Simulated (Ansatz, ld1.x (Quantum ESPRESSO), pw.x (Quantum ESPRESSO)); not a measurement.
**strontium (Sr): one change to the TM potential, in the atom and in the bcc crystal**

* Element: strontium
* Generator: ld1.x (Quantum ESPRESSO) 7.5
* Type: norm-conserving Troullier–Martins (Kleinman–Bylander form)
* Functional: LDA (PW92)
* Relativity: scalar-relativistic
* Frozen core: [Kr]
* Valence charge: 2
* Reference configuration: 4d0 5s2 5p0
* Partial waves: 5s (bound): rc 3.65 bohr; 4d (bound, empty): rc 3.45 bohr; 5p (bound, empty): rc 4.20 bohr
* Local potential: the p channel
* Core correction: a·sin(br)/r model core inside 1.95 bohr

Change: local potential the s channel.

Cutoffs, loose and tight: the cutoffs (Ry, on a coarse ladder) from which the occupation-weighted sum of valence levels, in a spherical-Bessel basis at the reference potential, stays within 10 and 1 mRy of its value at 400 Ry. They do not see the model core or the augmentation charge, which bear on the density cutoff. Test errors are all-electron minus pseudo excitation energies from the reference, over the configurations 4d0 5s1 5p0; 4d0 5s1.5 5p0; 4d0 5s1 5p1; 4d1 5s1 5p0; 4d1 5s0 5p0; 4d0 5s0 5p1; 4d0.5 5s1.5 5p0 (two spin-polarised tests are not counted in the largest error); variants that change the core or the reference have their own tests.

Crystal test: bcc Sr in pw.x 7.5, no spin, 10³ k-points, Fermi–Dirac smearing 0.01 Ry, cutoffs set for each file from its atomic test. The reference is all-electron LAPW (Ansatz 0.2.0) with the same functional, mesh and smearing; V0 and B0 come from Birch–Murnaghan fits to the pressures at five volumes. Errors are pseudo minus all-electron; Δ is the rms difference of the E(V) curves that follow from these fits, minima aligned, over ±6 % about the mean V0. Mesh and smearing are coarse, so the numbers serve the comparison and aren't converged zero-temperature values; the lattice is a test structure that the element need not adopt.

All-electron: a0 = 4.583 Å (V0 = 48.12 Å³/atom), B0 = 13.4 GPa.

Question: Does the change bring the crystal closer to the all-electron result?

Answer: The mean pressure error goes from +0.80 to +0.21 GPa, so the change moves the solid closer to the all-electron pressures.

```csv
quantity,base,changed
outcome (atom),generated,generated
"cutoff, loose (atom)",6 Ry,6 Ry
"cutoff, tight (atom)",8 Ry,8 Ry
bound ghosts (atom),none,none
largest test error (meV) (atom),-40,-39
cutoffs in pw.x (Ry),50/200,50/200
a0 (Å),–,4.604
a0 error (%),–,+0.47
B0 error (%),–,+3.9
Δ (meV/atom),–,2.1
mean pressure error (GPa),+0.80,+0.21
```

A dash: not determined, or the minimum lies outside the volumes sampled.

Base: The largest radius (4.20 bohr) exceeds half the bond length (3.75 bohr), so the spheres overlap, which is one possible source of error among others. This is a poor potential for the solid. The logarithmic derivative shows an extra or strongly shifted pseudo pole above the reference energy (s near 1.30 Ry). The cutoffs count occupied waves only; the empty 4d level needs 12 Ry at the loose tolerance. Changed file: The largest radius (4.20 bohr) exceeds half the bond length (3.75 bohr), so the spheres overlap, which is one possible source of error among others. This is a poor potential for the solid. The cutoffs count occupied waves only; the empty 4d level needs 12 Ry at the loose tolerance. The atomic cutoffs weigh occupied waves only.
